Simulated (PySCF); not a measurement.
An unknown shows these calculated signals:

1H NMR (400 MHz, computed): δ 3.61 (d, J = 2.4 Hz, 2H), 1.61 (t, J = 2.4 Hz, 1H), 0.48 (br s, 2H).

13C{1H} NMR (computed): δ 82.0 (C), 76.7 (C), 75.2 (C), 72.5 (CH), 35.5 (CH2).

Level of theory: PBE0-D3(BJ)/def2-SVP geometry, B3LYP/pcJ-1 coupling constants (spin–dipole term only in couplings to heteroatoms), σ from GIAO-CAM-B3LYP/pcSseg-2, in PySCF 2.14.0 with density-fitted response routines (non-relativistic Hamiltonian, single conformer, gas phase, rapidly exchanging positions averaged).

Scale: 1H and 13C against TMS (reference shieldings calculated alike).

Which of these does the molecule contain: a vinyl group CH=CH2, a (CH3)2CH unit, an NH or NH2 group, an aldehyde, a C≡C triple bond?

Answers


- A vinyl group CH=CH2: no.
- A (CH3)2CH unit: no.
- An NH or NH2 group: yes (δH 0.48 (br s)).
- An aldehyde: no.
- A C≡C triple bond: yes (δC 72.5, 75.2; δH 1.61 (t)).

The data belong to `C#CC#CCN`, C5H5N; they needn't prove each group on their own.

Carbon signals by region: 4 at 50–100 ppm, 1 below 50 ppm.

Exchangeable OH/NH protons stand at their gas-phase positions; hydrogen bonding in a real sample shifts them, mostly to higher δ. Splittings below 1 Hz are ignored in the labels, and close J values are merged. Shifts are as computed, not scaled to solution data. Of 1211 compounds with measured shifts, 218 miss one by over three times the rms of a fit or turn the order of signals round; such compounds aren't used in these exercises. Couplings to exchangeable protons are dropped.
